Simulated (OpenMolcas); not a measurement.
**BH3F− (SMILES [BH3-]F): levels of theory compared**

Wanted: a comparison of 6 runs (HF/STO-3G, UHF/STO-3G, B2PLYP/STO-3G, PBE/STO-3G, r2SCAN/STO-3G, MP2/STO-3G) of BH3F−. 

Program for the calculation: OpenMolcas 26.06.

1 further run of the same task is left out (for a known fault of the program).

### Step 1. The system as given

BH3F−: 5 atoms, total charge -1, spin state singlet. SMILES: `[BH3-]F`. Geometry: relaxed at GFN2-xTB.

Bond lengths: B1–F2 1.447 Å, B1–H3 1.227 Å, B1–H4 1.228 Å, B1–H5 1.228 Å. Angles: F2–B1–H3 108.4°, F2–B1–H4 108.4°, F2–B1–H5 108.4°, H3–B1–H4 110.7°, H3–B1–H5 110.5°, H4–B1–H5 110.5°.

### Step 2. A single-point energy at HF/STO-3G (run 1)

Input file job.inp:

```
>>> EXPORT MOLCAS_PRINT=2

&GATEWAY
  BasLib = $CurrDir
  Coord
  5
  angstrom
  B       -0.035750       0.029280      -0.033890
  F        0.855550      -0.717910       0.826970
  H       -1.067340       0.264210       0.588100
  H       -0.274560      -0.651290      -1.027540
  H        0.522090       1.075700      -0.353640
  Basis = STO-3G
  Group = NoSym

&SEWARD

&SCF
  Charge = -1
  Thresholds = 1e-10 1e-07 1e-07 1e-05
  PrOrbitals = 1 1
```

The basis set STO-3G is read from a file made from the Basis Set Exchange's data (not shown).

The run is started by

```sh
$ export MOLCAS_MEM=1860
$ pymolcas job.inp > job.log
```

What it wrote:

```text
--- Start Module: gateway ---
[...]
--- Stop Module: gateway /rc=_RC_ALL_IS_WELL_ ---
--- Start Module: seward ---
[...]
      Basis functions           13
--- Stop Module: seward /rc=_RC_ALL_IS_WELL_ ---
--- Start Module: scf ---
[...]
       Convergence after  11 Iterations
[...]
::    Total SCF energy                               -124.0457378831
[...]
      Total spin, S                                     0.0000000000
[...]
      Total electronic charge=   18.000000
      Total            charge=   -1.000000
[...]
      Dipole Moment (debye):
      Origin of the operator (angstrom)=    0.4552   -0.3821    0.4402
                   X=  1.7188E+00               Y= -1.4457E+00               Z=  1.6648E+00           Total=  2.7956E+00
      Center of Charge (angstrom)
[...]
--- Stop Module: scf /rc=_RC_ALL_IS_WELL_ ---
[...]
```

Run time: 1.6 s. Hardware: 1 thread of Arm Neoverse V1, shared host; peak memory 0.37 GiB.

### Step 3. A single-point energy at UHF/STO-3G (run 2)

Input file step1.inp:

```
&GATEWAY
  BasLib=$CurrDir
  Coord
  5
  angstrom
  B       -0.035750       0.029280      -0.033890
  F        0.855550      -0.717910       0.826970
  H       -1.067340       0.264210       0.588100
  H       -0.274560      -0.651290      -1.027540
  H        0.522090       1.075700      -0.353640
  Basis=STO-3G
  Group=NoSym

&SEWARD

&SCF
  UHF
  Charge=-1
  Scramble=0.25
  PrOrbitals=1 1
```

The basis set STO-3G is read from a file made from the Basis Set Exchange's data (not shown).

The run is started by

```sh
$ export MOLCAS_MEM=1860
$ pymolcas step1.inp > step1.log
```

What it wrote:

```text
--- Start Module: gateway ---
[...]
--- Stop Module: gateway /rc=_RC_ALL_IS_WELL_ ---
--- Start Module: seward ---
[...]
      Basis functions           13
--- Stop Module: seward /rc=_RC_ALL_IS_WELL_ ---
--- Start Module: scf ---
[...]
       Convergence after  13 Iterations
[...]
::    Total SCF energy                               -124.0457378828
[...]
      Total spin, S                                     0.0000000001
[...]
      Total electronic charge=   18.000000
      Total            charge=   -1.000000
[...]
      Dipole Moment (debye):
      Origin of the operator (angstrom)=    0.4552   -0.3821    0.4402
                   X=  1.7188E+00               Y= -1.4457E+00               Z=  1.6648E+00           Total=  2.7956E+00
      Center of Charge (angstrom)
[...]
--- Stop Module: scf /rc=_RC_ALL_IS_WELL_ ---
[...]
```

Run time: 1.8 s. Hardware: 1 thread of Arm Neoverse V1, shared host; peak memory 0.37 GiB.

Runs 3 to 5 aren't shown in full; the table further down has their settings and results.

### Step 4. A single-point energy at MP2/STO-3G (run 6)

Input file job.input:

```
* BFH3 MP2

&GATEWAY
 BasLib
 $CurrDir
 Coord
 5
 angstrom
 B       -0.035750       0.029280      -0.033890
 F        0.855550      -0.717910       0.826970
 H       -1.067340       0.264210       0.588100
 H       -0.274560      -0.651290      -1.027540
 H        0.522090       1.075700      -0.353640
 Basis
 STO-3G
 Group
 NoSym

&SEWARD

&SCF
 Charge
 -1
 Thresholds
 1e-10 1e-07 1e-07 1e-05
 PrOrbitals
 1 1

&MBPT2
 Frozen
 2
```

The basis set STO-3G is read from a file made from the Basis Set Exchange's data (not shown).

The run is started by

```sh
$ export MOLCAS_MEM=1860
$ pymolcas job.input > job.log
```

What it wrote:

```text
--- Start Module: gateway ---
[...]
--- Stop Module: gateway /rc=_RC_ALL_IS_WELL_ ---
[...]
      Basis functions           13
[...]
--- Start Module: scf ---
[...]
       Convergence after  11 Iterations
[...]
::    Total SCF energy                               -124.0457378831
[...]
      Total spin, S                                     0.0000000000
[...]
      Total electronic charge=   18.000000
      Total            charge=   -1.000000
[...]
      Dipole Moment (debye):
      Origin of the operator (angstrom)=    0.4552   -0.3821    0.4402
                   X=  1.7188E+00               Y= -1.4457E+00               Z=  1.6648E+00           Total=  2.7956E+00
      Center of Charge (angstrom)
[...]
--- Stop Module: scf /rc=_RC_ALL_IS_WELL_ ---
--- Start Module: mbpt2 ---
[...]
WARNING!
Default frozen orbitals as non valence orbitals is overwritten by user input.
Default values:   2
[...]
       Reference weight ( Cref**2 )         =        0.97841
::    Total MBPT2 energy                             -124.1000348158
[...]
      Total MBPT2 calculations                           0.03      0.03
--- Stop Module: mbpt2 /rc=_RC_ALL_IS_WELL_ ---
[...]
```

It took 1.7 s on 1 thread of Arm Neoverse V1, shared host; peak memory 0.37 GiB.

### Step 5. All runs side by side

```tsv
run	level	SCF convergence threshold	scramble	energy (Eh)	HOMO energy (eV)	LUMO energy (eV)	HOMO–LUMO gap (eV)	wall time
1	HF/STO-3G	1e-10	–	-124.045738	-0.87	26.58	27.45	1.6 s
2	UHF/STO-3G	–	0.25	-124.045738	-0.87	26.58	27.45	1.8 s
3	B2PLYP/STO-3G	1e-10	–	-124.470522	2.46	22.73	20.26	4.5 s
4	PBE/STO-3G	1e-10	–	-124.491191	6.92	18.84	11.92	4.5 s
5	r2SCAN/STO-3G	1e-10	–	-124.600862	6.28	19.48	13.20	5.1 s
6	MP2/STO-3G	1e-10	–	-124.100035	-0.87	26.58	27.45	1.7 s
```

### Step 6. Results

```
                                                    quantity          value
                                         run 6: total energy  -124.10003 Eh
                  run 6: HOMO energy (Hartree–Fock orbitals)       -0.87 eV
                  run 6: LUMO energy (Hartree–Fock orbitals)       26.58 eV
run 6: HOMO–LUMO gap (to an unbound level, set by the basis)       27.45 eV
          run 6: correlation energy (2 core orbitals frozen)      -54.3 mEh
```

Over runs 1, 2, 3, 4, 5 the HOMO–LUMO gap runs from 11.92 eV (PBE/STO-3G) to 27.45 eV (HF/STO-3G). Exact exchange widens orbital gaps. The empty levels of an anion lie above zero and hang on the basis. For B2PLYP the log adds the whole second-order term; the table takes 0.27 of it, as the functional is defined. Totals of different functionals can't be ranked against each other. In runs 3, 4, 5 the HOMO lies above zero, so the outermost electron may be held by the basis alone. In runs 1, 2, 3, 4, 5, 6 the basis is minimal, so the values are rough. All runs together took 19 s, the longest 5.1 s.
